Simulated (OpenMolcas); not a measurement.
**[BSiNH5]− (SMILES BN[SiH2-]): levels of theory compared**

We compute a comparison of 6 runs (HF/def2-SVP, HF/6-311+G**, B3LYP/6-31G*, PBE0/def2-SVP, MCPF/pc-1) of [BSiNH5]−. 

The calculation is run with OpenMolcas 26.06.

1 further run of the same task is left out (set aside as unsound or not needed).

## 1. Starting point

[BSiNH5]−: 8 atoms, total charge -1, spin state singlet. SMILES: `BN[SiH2-]`. The coordinates come from a GFN2-xTB relaxation. This is one conformer, not always the lowest.

Bond lengths: B1–N2 1.361 Å, N2–Si3 1.805 Å, B1–H4 1.188 Å, B1–H5 1.204 Å, N2–H6 1.011 Å, Si3–H7 1.495 Å, Si3–H8 1.515 Å. Angles: B1–N2–Si3 129.7°, B1–N2–H6 118.1°, Si3–N2–H6 112.1°, N2–B1–H4 120.0°, N2–B1–H5 121.4°, N2–Si3–H7 100.9°, N2–Si3–H8 97.1°, H4–B1–H5 118.6°, H7–Si3–H8 98.7°.

## 2. Energy and forces at HF/def2-SVP (run 1)

The input, mol.xyz:

```xyz
8

B     -0.512940     1.034250    -0.713740
N     -0.251440     0.223910     0.347480
Si     0.129150    -1.539690     0.385180
H     -0.507680     0.589930    -1.815460
H     -0.761340     2.202590    -0.564570
H     -0.288020     0.625650     1.274290
H      1.264390    -1.603920    -0.586060
H      0.927900    -1.532720     1.672890
```

The input, job.inp:

```
&GATEWAY
 BasLib=$CurrDir
 Coord=mol.xyz
 Basis=def2-SVP
 Group=NoSym

&SEWARD

&SCF
 Charge=-1
 Thresholds=1e-10 1e-07 1e-07 1e-05
 PrOrbitals=1 2

&ALASKA
```

The basis set def2-SVP is read from a file made from the Basis Set Exchange's data (not shown).

Run with:

```sh
$ export MOLCAS_MEM=1860
$ pymolcas job.inp > job.log
```

Standard output:

```text
--- Start Module: gateway ---
[...]
--- Stop Module: gateway /rc=_RC_ALL_IS_WELL_ ---
[...]
      Basis functions           71
[...]
--- Start Module: scf ---
[...]
       Convergence after  16 Iterations
[...]
::    Total SCF energy                               -370.8290420312
[...]
      Total spin, S                                     0.0000000000
[...]
      Total electronic charge=   32.000000
      Total            charge=   -1.000000
[...]
      Dipole Moment (debye):
      Origin of the operator (angstrom)=   -0.0847   -0.4872    0.1338
                   X= -1.9792E-01               Y=  3.2611E+00               Z=  8.3537E-01           Total=  3.3722E+00
      Center of Charge (angstrom)
[...]
 *              Molecular gradients               *
 **************************************************
  Irreducible representation: a
 ------------------------------------------------------------------------------------------
                              X                       Y                       Z
 ------------------------------------------------------------------------------------------
  B1                1.98630241104447E-03   -5.82465456722758E-03   -2.88989266711948E-03
  N2               -1.64362128451867E-03   -1.79815175517515E-02   -1.73809089212895E-02
  SI3               2.02188939289810E-02    3.51050519702856E-02   -9.93735314833377E-04
  H4               -2.94855020500528E-04    2.99437365326810E-03    1.29149206897652E-02
  H5                2.44522432480165E-03   -8.69563236321236E-03   -5.07133067566782E-04
  H6                1.40876433495196E-04   -5.93117364505735E-04    9.23247644747249E-03
  H7               -1.39410090479437E-02   -2.36220578267077E-03    5.49560147140937E-03
  H8               -8.91181174537814E-03   -2.64229799418669E-03   -5.87132863784756E-03
[...]
```

Wall time 4.8 s (1 thread of Arm Neoverse V1, shared host); peak memory 0.42 GiB.

## 3. Energy and forces at HF/6-311+G(d,p) (run 2)

The input, calc.input:

```
* BH5NSi Hartree-Fock
>>> EXPORT MOLCAS_PRINT=2
&GATEWAY
BasLib=$CurrDir
Coord
8
angstrom
B       -0.512940       1.034250      -0.713740
N       -0.251440       0.223910       0.347480
Si       0.129150      -1.539690       0.385180
H       -0.507680       0.589930      -1.815460
H       -0.761340       2.202590      -0.564570
H       -0.288020       0.625650       1.274290
H        1.264390      -1.603920      -0.586060
H        0.927900      -1.532720       1.672890
Basis=6-311pGss
Group=NoSym
&SEWARD
&SCF
Charge=-1
Thresholds=1e-10 1e-07 1e-07 1e-05
PrOrbitals=1 2
&ALASKA
```

The basis set 6-311+G** is read from a file made from the Basis Set Exchange's data (not shown).

Run with:

```sh
$ export MOLCAS_MEM=1860
$ pymolcas calc.input > calc.log
```

Standard output:

```text
--- Start Module: gateway ---
[...]
--- Stop Module: gateway /rc=_RC_ALL_IS_WELL_ ---
[...]
      Basis functions          104
[...]
--- Start Module: scf ---
[...]
       Convergence after  17 Iterations
[...]
::    Total SCF energy                               -371.0176693864
[...]
      Total spin, S                                     0.0000000000
[...]
      Total electronic charge=   32.000000
      Total            charge=   -1.000000
[...]
      Dipole Moment (debye):
      Origin of the operator (angstrom)=   -0.0847   -0.4872    0.1338
                   X=  1.8514E-01               Y=  4.0551E+00               Z=  6.1889E-01           Total=  4.1062E+00
      Center of Charge (angstrom)
[...]
 *              Molecular gradients               *
 **************************************************
  Irreducible representation: a
 ------------------------------------------------------------------------------------------
                              X                       Y                       Z
 ------------------------------------------------------------------------------------------
  B1                3.24963866028627E-03   -8.59004982904032E-03    2.28020998236200E-03
  N2               -1.46427303206520E-03   -1.20219286361714E-02   -2.18354800039879E-02
  SI3               1.36742935876479E-02    2.48674524147248E-02   -1.85355120532649E-03
  H4               -4.01352368655600E-04    1.28617264887015E-03    7.70457744307773E-03
  H5                1.17558816307251E-03   -3.73090300414569E-03    1.25100086354746E-05
  H6               -1.04305723800741E-04    7.77264911699937E-04    1.27694925133959E-02
  H7               -1.04532500355665E-02   -1.39671872279556E-03    4.94208064889734E-03
  H8               -5.67633925090649E-03   -1.19128978316918E-03   -4.01983938703232E-03
[...]
```

Wall time 14 s (1 thread of Arm Neoverse V1, shared host); peak memory 0.59 GiB.

Runs 3 to 5 aren't shown in full; the table further down has their settings and results.

## 4. The energy at MCPF/pc-1 (run 6)

The input, run.inp:

```
>>> EXPORT MOLCAS_PRINT=2

&GATEWAY
  BasisSet
  B.pc-1....
  B1 -0.512940 1.034250 -0.713740 angstrom
  End of Basis
  BasisSet
  N.pc-1....
  N2 -0.251440 0.223910 0.347480 angstrom
  End of Basis
  BasisSet
  Si.pc-1....
  Si3 0.129150 -1.539690 0.385180 angstrom
  End of Basis
  BasisSet
  H.pc-1....
  H4 -0.507680 0.589930 -1.815460 angstrom
  H5 -0.761340 2.202590 -0.564570 angstrom
  H6 -0.288020 0.625650 1.274290 angstrom
  H7 1.264390 -1.603920 -0.586060 angstrom
  H8 0.927900 -1.532720 1.672890 angstrom
  End of Basis

&SEWARD

&SCF
  Charge = -1
  PrOrbitals = 1 1

&MOTRA
  Frozen = 7

&GUGA
  Electrons = 18
  Spin = 1
  Inactive = 9
  Active = 0
  CIAll = 1

&CPF
  MCPF
```

Run with:

```sh
$ export MOLCAS_MEM=1860
$ pymolcas run.inp > run.log
```

Standard output:

```text
--- Start Module: gateway ---
[...]
--- Stop Module: gateway /rc=_RC_ALL_IS_WELL_ ---
[...]
      Basis functions           71
[...]
       Convergence after  15 Iterations
[...]
::    Total SCF energy                               -370.9545207770
[...]
      Total spin, S                                     0.0000000000
[...]
      *** WARNING: Default frozen orbitals is overwritten by user input.
      *** Default values:   4
[...]
--- Start Module: guga ---
[...]
--- Stop Module: guga /rc=_RC_ALL_IS_WELL_ ---
--- Start Module: cpf ---
[...]
      Active orbitals                            0       0
[...]
      Spin quantum number                      0.0
[...]
     FINAL MCPF ENERGY         -371.35884327
     FINAL CORRELATION ENERGY   -0.40432249  REFERENCE ENERGY    -370.95452078
[...]
      Total electronic charge=   32.000000
      Total            charge=   -1.000000
[...]
      Dipole Moment (debye):
      Origin of the operator (angstrom)=   -0.0847   -0.4872    0.1338
                   X= -2.8209E-01               Y=  2.4633E+00               Z=  1.1517E+00           Total=  2.7338E+00
      Quadrupole Moment (debye*angstrom):
[...]
--- Stop Module: cpf /rc=_RC_ALL_IS_WELL_ ---
[...]
```

Wall time 11 s (1 thread of Arm Neoverse V1, shared host); peak memory 0.42 GiB.

## 5. All runs side by side

| run | level | integration grid | Cartesian functions | energy (Eh) | HOMO energy (eV) | LUMO energy (eV) | HOMO–LUMO gap (eV) | wall time |
| --- | --- | --- | --- | --- | --- | --- | --- | --- |
| 1 | HF/def2-SVP | – | no | -370.829042 | -1.21 | 8.41 | 9.62 | 4.8 s |
| 2 | HF/6-311+G** | – | no | -371.017669 | -1.55 | 4.66 | 6.20 | 14 s |
| 3 | B3LYP/6-31G* (spherical functions) | UltraFine | no | -372.131357 | 1.06 | 5.35 | 4.29 | 22 s |
| 4 | B3LYP/6-31G* (Cartesian functions) | UltraFine | yes | -372.134600 | 1.06 | 5.36 | 4.29 | 26 s |
| 5 | PBE0/def2-SVP | UltraFine | no | -371.746565 | 0.80 | 5.07 | 4.27 | 28 s |
| 6 | MCPF/pc-1 | – | no | -371.358843 | -1.33 | 7.98 | 9.31 | 11 s |

## 6. Outcome

| quantity | value |
| --- | --- |
| run 6: total energy | -371.35884 Eh |
| run 6: HOMO energy (Hartree–Fock orbitals) | -1.33 eV |
| run 6: LUMO energy (Hartree–Fock orbitals) | 7.98 eV |
| run 6: HOMO–LUMO gap (to an unbound level, set by the basis) | 9.31 eV |
| run 6: correlation energy (7 core orbitals frozen) | -404.3 mEh |

What this shows: Over runs 1, 2, 3, 4, 5 the HOMO–LUMO gap runs from 4.27 eV (PBE0/def2-SVP) to 9.62 eV (HF/def2-SVP). Exact exchange widens orbital gaps. The empty levels of an anion lie above zero and hang on the basis. Totals of different functionals can't be ranked against each other. In runs 3, 4, 5 the HOMO lies above zero, so the outermost electron may be held by the basis alone. All runs together took 1.8 min, the longest 28 s.
